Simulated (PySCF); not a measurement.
## How far each method lies from full CI for NO, doublet

Geometry: MP2(full)/6-31G*, from the G2/97 set.

```xyz
2

N     0.0000    0.0000    0.0000
O     0.0000    0.0000    1.1427
```

Basis 6-31G; PySCF 2.14.0. Only valence electrons are correlated (noble-gas cores frozen), which leaves 11 electrons in 16 orbitals. Prefix R: restricted or restricted open-shell reference; prefix U: unrestricted.

Full CI is exact within this basis and frozen core; it isn't the basis-set limit. The frozen core follows each run's orbitals, which can shift R against U totals by a few meV.

```
UHF ⟨S²⟩                          : 0.835
T1 diagnostic (RCCSD)             : 0.0232
largest doubles amplitude (RCCSD) : 0.129
T1 diagnostic (UCCSD)             : 0.0389
```

```tsv
level	E − E(RHF) (eV)
UHF	-0.1379
RMP2	-6.3223
UMP2	-6.0194
RCCSD	-6.1882
UCCSD	-6.2040
RCCSD(T)	-6.3987
UCCSD(T)	-6.3897
```

Question: Estimate how far full CI in 6-31G lies from RCCSD(T). The table doesn't fix it; the size of (T) and the diagnostics are the guide.

Answer: Full CI in 6-31G lies 46 meV below RCCSD(T), which is 22 % of the (T) step (-211 meV). A doubles amplitude is large, but (T) still catches most of what CCSD lacks. The miss exceeds 1 kcal/mol.

The other levels:

```tsv
level	E − E(full CI) (meV)	share of correlation (%)	wall time
RCCSDT	36	99.44	3.6 s
UCCSDT	35	99.45	3.7 s
```

The correlation energy at full CI, counted from RHF, is -6.445 eV. That run took 6.1 min on 1 thread of Arm Neoverse V2, shared host over 8,744,736 determinants.

Times are those of the correlated step on a shared host, with one SCF added for the restricted CCSD run; they ran on 1 thread of Arm Neoverse V2.

The full-CI state has the irrep B1 of C2v, in the program's axes (one component, if the state is degenerate).

Natural occupations of full CI about the gap: 1.976 1.965 1.961 1.916 1.016 0.088 0.031 0.014 0.013 0.009; effectively unpaired electrons, Σ n²(2−n)², 1.07.

Atomization energy (electronic, same basis, no zero-point term; atoms at the same level, unrestricted beside the R rows where the molecule is a closed shell; the atoms' step beyond CCSDT comes from their full CI) at full CI: 388.6 kJ/mol. Errors of other levels:

```tsv
level	error (kJ/mol)
RHF	-366.5
UHF	-366.4
RMP2	33.6
UMP2	0.2
RCCSD	-23.1
UCCSD	-21.9
RCCSD(T)	-4.1
UCCSD(T)	-5.3
RCCSDT	-3.4
UCCSDT	-3.6
```

This basis is far from its limit, so the value isn't to be set against a measured one.
